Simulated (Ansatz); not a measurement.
**B₃H (triplet): the correlation ladder, def2-QZVPP**

An exercise on one series of results from a longer session: the logs are not shown, and one member is left open.

The runs use Ansatz 0.2.0, Gaussian basis; def2-QZVPP, core rule «outside noble gas», up to 3 orbitals frozen.

Plan: UHF; ROHF; CCSD(T) on UHF.

2 further runs of the same task are left out: 2 set aside as unsound or not needed.

### The geometry

The geometry is a PBE0/def2-TZVP stationary point (not a proven minimum) of the parent state, kept for this charge and spin.

4 atoms, charge 0, spin multiplicity 3.

Atoms are counted from 1 here; the program's logs count them from 0.

Bond lengths: B1–B2 1.597 Å, B1–B3 1.597 Å, B1–H4 1.184 Å, B2–B3 1.488 Å. Angles: B2–B1–B3 55.5°, B2–B1–H4 152.2°, B3–B1–H4 152.2°, B1–B2–B3 62.2°, B1–B3–B2 62.2°.

The first run:

The input, in.yaml:

```yaml
crystal:
  periodic: [false, false, false]
  atoms:
    - {symbol: B, position_ang: [0.000000, 0.000000, 0.877935]}
    - {symbol: B, position_ang: [0.000000, -0.744017, -0.535109]}
    - {symbol: B, position_ang: [0.000000, 0.744017, -0.535109]}
    - {symbol: H, position_ang: [0.000000, 0.000000, 2.062404]}
basis:
  gaussian: {orbitals: "def2-QZVPP.json"}
magnetization: {spin_polarized: true, initial_magnetization: 2}
hamiltonian: {xc: hf}
output: {orbitals: {seedname: orbitals}}
```

Command:

```sh
$ ansatz run in.yaml --threads 1 --pin off --events-out ev --progress --plain --max-ram 2393MiB
```

Among the steps run: UHF; ROHF; CCSD(T) on UHF.

One table of the session follows, with a row left open; its other results are not shown here.

| method | from UCCSD(T) (meV) |
| --- | --- |
| ROHF | +8564.3 |
| UHF | +7931.1 |
| UMP2 | ? |
| UCCSD | +479.2 |
| UCCSD(T) | 0 |

**Question.** Estimate the row for UMP2.

**Answer.** from UCCSD(T) (meV): +1486.5. In the column «from UCCSD(T) (meV)» it lies between UCCSD (+479.2) and UHF (+7931.1).
